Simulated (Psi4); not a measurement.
# CH4FSi (SMILES C[SiH]F) at UTPSSh/aug-cc-pVDZ

Aim: the vertical electron affinity of CH4FSi at UTPSSh/aug-cc-pVDZ, from 2 runs. 

Program for the calculation: Psi4 1.11.

1 further run of the same task is left out (set aside as unsound or not needed). Runs told in other sessions of the task aren't counted.

### Step 1. The molecule

CH4FSi: 7 atoms, total charge 0, spin state doublet. As SMILES, `C[SiH]F`. The coordinates come from a PBE0-D4/def2-TZVP relaxation.

Bond lengths: C1–Si2 1.864 Å, Si2–F3 1.609 Å, C1–H4 1.091 Å, C1–H5 1.093 Å, C1–H6 1.094 Å, Si2–H7 1.494 Å. Angles: C1–Si2–F3 108.7°, C1–Si2–H7 111.7°, F3–Si2–H7 106.7°, Si2–C1–H4 111.5°, Si2–C1–H5 109.9°, Si2–C1–H6 110.0°, H4–C1–H5 108.4°, H4–C1–H6 108.5°, H5–C1–H6 108.5°.

### Step 2. The energy at UTPSSh/aug-cc-pVDZ

Contents of input.in:

```
memory 2200 MB

molecule {
  0 2
  C     -0.653500     0.389500    -0.298000
  Si     0.917400    -0.594100    -0.104100
  F      0.640700    -1.812800     0.909600
  H     -1.444900    -0.207800    -0.754100
  H     -0.470200     1.260900    -0.931700
  H     -1.000700     0.738300     0.679600
  H      2.011300     0.226000     0.498700
  units angstrom
  symmetry c1
  no_reorient
  no_com
}

set {
  basis                aug-cc-pVDZ
  reference            uks
  puream               true
  e_convergence        1e-09
  d_convergence        1e-08
  scf_type             pk
  dft_radial_points    99
  dft_spherical_points 590
  maxiter              100
}

energy_value, wavefunction = energy('tpssh', return_wfn=True)
oeprop(wavefunction, 'MULLIKEN_CHARGES', 'QUADRUPOLE', 'DIPOLE')
```

The run is started by

```console
$ psi4 -n 1 input.in input.out
```

input.out:

```text
[...]
  Running in c1 symmetry.
[...]
  Nuclear repulsion =  106.882451970993884
[...]
  Multiplicity = 2
[...]
  Nalpha       = 17
  Nbeta        = 16
[...]
    Number of basis functions: 109
[...]
   @UKS iter   1:  -429.54739776954887   -2.46460e-01   7.68301e-03 ADIIS/DIIS
[...]
   @UKS iter  12:  -429.89208808337020   -2.17710e-11   8.88253e-09 DIIS
[...]
   @S^2 Observed:                7.517405900E-01
[...]
  @UKS Final Energy:  -429.89208808337020
   => Energetics <=
    Nuclear Repulsion Energy =            106.8824519709938841
    One-Electron Energy =                -806.4549492495253844
    Two-Electron Energy =                 304.3285135538189934
    DFT Exchange-Correlation Energy =     -34.6481043586576689
    Empirical Dispersion Energy =           0.0000000000000000
    VV10 Nonlocal Energy =                  0.0000000000000000
    Total Energy =                       -429.8920880833701972
  UHF NO Occupations:
  HONO-2 :   15  A 1.9998750
  HONO-1 :   16  A 1.9993699
[...]
 Multipole Moments:
 ------------------------------------------------------------------------------------
     Multipole            Electronic (a.u.)      Nuclear  (a.u.)        Total (a.u.)
 ------------------------------------------------------------------------------------
 L = 1.  Multiply by 2.5417464519 to convert [e a0] to [Debye]
 Dipole X            :        -26.2967903           26.0487408           -0.2480495
 Dipole Y            :         38.8829502          -38.3202443            0.5627059
 Dipole Z            :         -8.6697778            8.3781008           -0.2916770
 Magnitude           :                                                    0.6806188
 L = 2.  Multiply by 1.3450342976 to convert [e a0^2] to [Debye ang]
 Quadrupole XX       :       -110.0700675           90.6875941          -19.3824734
 Quadrupole XY       :         72.7381087          -72.0914029            0.6467058
[...]
  Mulliken Charges: (a.u.)
   Center  Symbol    Alpha    Beta     Spin     Total
       1     C     2.81162  2.77013  0.04150  0.41825
       2    SI     7.08039  6.20596  0.87443  0.71364
       3     F     4.78036  4.77514  0.00522 -0.55550
       4     H     0.60051  0.60490 -0.00439 -0.20542
       5     H     0.62569  0.63422 -0.00853 -0.25990
       6     H     0.61858  0.59374  0.02484 -0.21231
       7     H     0.48285  0.41591  0.06693  0.10124
   Total alpha = 17.00000, Total beta = 16.00000, Total charge = -0.00000
    Psi4 run time: 0:02:00.51
```

Run time: 2 min. Hardware: 1 thread of AMD EPYC 7R43 (Zen 3), shared host; peak memory 1.1 GiB.

### Step 3. The singlet anion, same level

Contents of run.py:

```python
import psi4

psi4.set_memory(2200000000)
psi4.set_num_threads(1)
psi4.set_output_file('psi4.out', False)

m = psi4.geometry("""
-1 1
C
Si 1 1.863543
F 2 1.609155 1 108.68326
H 1 1.091379 2 111.46191 3 -63.51859
H 1 1.092938 4 108.40057 2 121.03424
H 1 1.094491 4 108.52153 5 117.63136
H 2 1.494172 3 106.70406 1 120.57271
units angstrom
symmetry c1
""")

psi4.set_options({
    'basis': 'aug-cc-pVDZ',
    'puream': True,
    'e_convergence': 1e-09,
    'd_convergence': 1e-08,
    'scf_type': 'pk',
    'dft_radial_points': 99,
    'dft_spherical_points': 590,
})

energy_value, wavefunction = psi4.energy('tpssh', return_wfn=True)
psi4.oeprop(wavefunction, 'LOWDIN_CHARGES', 'QUADRUPOLE', 'WIBERG_LOWDIN_INDICES')
print(f'tpssh energy: {energy_value:.10f} Eh')
```

The run is started by

```console
$ python run.py
```

psi4.out:

```text
[...]
  Running in c1 symmetry.
[...]
  Nuclear repulsion =  106.882457199931366
[...]
  Multiplicity = 1
[...]
  Nalpha       = 17
  Nbeta        = 17
[...]
    Number of basis functions: 109
[...]
   @RKS iter   1:  -429.44468807169147   -1.43751e-01   8.41565e-03 DIIS/ADIIS
[...]
   @RKS iter  12:  -429.91090756104506   -1.73372e-11   9.94329e-09 DIIS
[...]
    Orbital Energies [Eh]
    ---------------------
    Doubly Occupied:
       1A    -65.805482     2A    -24.410963     3A     -9.937775
       4A     -5.018790     5A     -3.369794     6A     -3.365698
       7A     -3.363374     8A     -0.962003     9A     -0.511988
      10A     -0.312190    11A     -0.237047    12A     -0.228435
      13A     -0.211569    14A     -0.208682    15A     -0.193943
      16A     -0.116078    17A      0.054252
[...]
  @RKS Final Energy:  -429.91090756104506
   => Energetics <=
    Nuclear Repulsion Energy =            106.8824571999313662
    One-Electron Energy =                -813.4159056812757171
    Two-Electron Energy =                 311.4433677500734916
    DFT Exchange-Correlation Energy =     -34.8208268297742549
    Empirical Dispersion Energy =           0.0000000000000000
    VV10 Nonlocal Energy =                  0.0000000000000000
    Total Energy =                       -429.9109075610450645
[...]
 Multipole Moments:
 ------------------------------------------------------------------------------------
     Multipole            Electronic (a.u.)      Nuclear  (a.u.)        Total (a.u.)
 ------------------------------------------------------------------------------------
 L = 1.  Multiply by 2.5417464519 to convert [e a0] to [Debye]
 Dipole X            :          0.1516378           -1.1161016           -0.9644638
 Dipole Y            :         -4.3382858            3.3195633           -1.0187225
 Dipole Z            :          4.5603201           -5.4399221           -0.8796020
 Magnitude           :                                                    1.6558036
 L = 2.  Multiply by 1.3450342976 to convert [e a0^2] to [Debye ang]
 Quadrupole XX       :        -40.5460999           10.9086379          -29.6374621
 Quadrupole XY       :          2.0720409           -4.6839333           -2.6118924
[...]
```

The script printed:

```text
tpssh energy: -429.9109075610 Eh
```

Run time: 77 s. Hardware: 1 thread of AMD EPYC 7R43 (Zen 3), shared host; peak memory 1.1 GiB.

### Step 4. Outcome

At UTPSSh/aug-cc-pVDZ:

| quantity | value |
| --- | --- |
| doublet CH4FSi: total energy | -429.89209 Eh |
| doublet CH4FSi: dipole moment | 1.73 D |
| doublet CH4FSi: HOMO energy (highest over α and β) | -5.57 eV |
| doublet CH4FSi: LUMO energy (lowest over α and β) | -2.85 eV |
| doublet CH4FSi: ⟨S²⟩ | 0.752 |
| singlet anion: total energy | -429.91091 Eh |
| singlet anion: HOMO energy | 1.48 eV |
| singlet anion: LUMO energy | 2.82 eV |
| singlet anion: HOMO–LUMO gap (to an unbound level, set by the basis) | 1.34 eV |
| vertical electron affinity (to the singlet anion) | 0.512 eV |

What this shows: At fixed nuclei the extra electron is bound by 0.51 eV (11.8 kcal/mol). With no_com the log's rotational constants are taken about the origin, not the centre of mass, so they aren't the molecule's. Mulliken charges (doublet CH4FSi) run from -0.56 on F3 to +0.71 on Si2; in a basis this large or diffuse they mean little. The HOMO (singlet anion) lies at positive energy, 1.48 eV, from the functional's self-interaction, a short basis or an electron that isn't bound; only total energies against the neutral tell.
